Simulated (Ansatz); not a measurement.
AlH$_{6}$NSi (`[AlH2][NH][SiH3]`). The species carries charge 0 and has multiplicity 1.

| atom | x (Å) | y (Å) | z (Å) |
| --- | --- | --- | --- |
| Al1 | -0.050 | -1.526 | 0.919 |
| N2 | 0.062 | 0.224 | 0.597 |
| Si3 | 0.014 | 1.064 | -0.911 |
| H4 | -0.218 | -2.499 | -0.315 |
| H5 | 0.028 | -1.995 | 2.429 |
| H6 | 0.170 | 0.821 | 1.408 |
| H7 | -1.122 | 2.025 | -0.983 |
| H8 | -0.146 | 0.046 | -1.981 |
| H9 | 1.261 | 1.840 | -1.162 |

Question: List the harmonic frequencies (cm⁻¹, unscaled) at PBE0-D4/def2-TZVP in Ansatz. (An estimate is asked.)

Answer: Computed: 105, 175, 186, 493, 518, 598, 604, 717, 763, 786, 934, 938, 957, 986, 1135, 1936, 1952, 2197, 2206, 2234, 3585.

Question: Is this a minimum?

Answer: Yes, all 21 modes are real.

Question: Give the ideal-gas thermochemistry at 298.15 K and 1 bar (rigid rotor, harmonic oscillator; point group Cs, symmetry number 1).

Answer: Zero-point energy 143.6 kJ/mol; H(298) − E = 161.8 kJ/mol; entropy 314.0 J/(mol·K), of which translation 162.7, rotation 103.4, vibration 47.9; G(298) − E = 68.2 kJ/mol.

Question: And at 400, 500, 600, 800 and 1000 K?

Answer: 
```csv
T (K),H − E (kJ/mol),S (J/mol/K),G − E (kJ/mol)
400,172.3,344.3,34.6
500,184.4,371.1,-1.2
600,197.8,395.5,-39.5
800,227.5,438.2,-123.0
1000,260.2,474.6,-214.4
```

Question: Rotational constants (cm⁻¹)?

Answer: 0.9243, 0.1018, 0.09472.
